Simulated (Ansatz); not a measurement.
# B₂H₄S: functionals against CCSD(T) at one geometry

An exercise on one series of results from a longer session: the logs are not shown, and one member is left open.

Method: single points in def2-TZVPP; program: Ansatz 0.2.0, Gaussian basis.

Correlated methods freeze the cores.

### The starting structure

SMILES `BBS`, 7 atoms, charge 0, spin multiplicity 1.

Atoms are counted from 1 here; the program's logs count them from 0.

Bond lengths: B1–B2 1.775 Å, B1–H4 1.154 Å, B1–H5 1.160 Å, B2–S3 1.761 Å, B2–H6 1.300 Å, S3–H7 1.262 Å. Angles: B2–B1–H4 116.5°, B2–B1–H5 120.0°, H4–B1–H5 122.8°, B1–B2–S3 121.4°, B1–B2–H6 123.4°, S3–B2–H6 114.8°, B2–S3–H7 105.4°.

Geometry (Å):

```
B    -0.6951    0.6407   -0.7114
B    -0.0452   -0.0239    0.8007
S     1.3258   -1.1299    0.8023
H    -1.4892    0.0030   -1.2551
H    -0.2035    1.5755   -1.1919
H    -0.4327    0.3668    1.9782
H     1.6011   -1.3254   -0.4140
```

Set-up of the first run:

File run/in.yaml:

```yaml
crystal:
  periodic: [false, false, false]
  atoms:
    - {symbol: B, position_ang: [-0.695100, 0.640700, -0.711400]}
    - {symbol: B, position_ang: [-0.045200, -0.023900, 0.800700]}
    - {symbol: S, position_ang: [1.325800, -1.129900, 0.802300]}
    - {symbol: H, position_ang: [-1.489200, 0.003000, -1.255100]}
    - {symbol: H, position_ang: [-0.203500, 1.575500, -1.191900]}
    - {symbol: H, position_ang: [-0.432700, 0.366800, 1.978200]}
    - {symbol: H, position_ang: [1.601100, -1.325400, -0.414000]}
basis:
  gaussian: {orbitals: def2-TZVPP}
correlation: {method: ccsd_t}
output: {forces: true}
```

No record of the launch command was kept for these runs.

Among the steps run: CCSD(T)/def2-TZVPP; PBE0-D4/def2-TZVPP; wB97M-V/def2-TZVPP; r2SCAN-D4/def2-TZVPP; PBE-D4/def2-TZVPP; BLYP-D4/def2-TZVPP; r2SCAN0-D4/def2-TZVPP.

One table of the session follows, with a row left open; its other results are not shown here.

```
    method  RMS force component (eV/Å)  angle to CCSD(T) forces (°)  dipole (D)
   CCSD(T)                       1.280                    reference        0.91
   PBE0-D4                       1.321                          4.5        0.91
   wB97M-V                       1.280                          3.4        0.91
 r2SCAN-D4                       1.334                          4.1        0.91
    PBE-D4                       1.389                          6.4        0.87
   BLYP-D4                       1.358                          4.1        0.85
r2SCAN0-D4                           ?                            ?           ?
```

**Question.** Estimate the row for r2SCAN0-D4.

The run gave: RMS force component (eV/Å): 1.289; angle to CCSD(T) forces (°): 4.1; dipole (D): 0.94. In the column «RMS force component (eV/Å)» it lies between wB97M-V (1.280) and PBE0-D4 (1.321).
